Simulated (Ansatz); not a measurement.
`OC(F)Cl`, charge 0, multiplicity 1.

(1) Give a relaxed structure at PBE0-D4/def2-TZVP (the Gaussian-basis code of Ansatz). (An estimate is asked.)

Answers

(1) The calculation gave: 
Cartesian coordinates in Å:
```
O -0.6591 0.0552 0.9108
C -0.1133 -0.0620 -0.3144
F 0.4866 -1.2679 -0.4782
Cl 1.1378 1.1851 -0.6290
H 0.0404 0.0334 1.5756
H -0.8923 0.0562 -1.0648
```
